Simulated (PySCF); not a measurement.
These are PBE-D3(BJ)/def2-TZVP (PySCF) values and carry that method's errors. All species are isolated molecules in the gas phase. 

Reference species (SMILES): `[CH3]` (neutral, multiplicity 2).

```json
{
 "highest_occupied_spin_orbital": "-5.38 eV"
}
```

Changed species: `[GeH3]` (radical fragment; the reference has radical fragment).

**Question.** What does the change do to the highest occupied spin orbital?

**Answer.** the highest occupied spin orbital rises by 0.15 eV, to -5.23 eV.
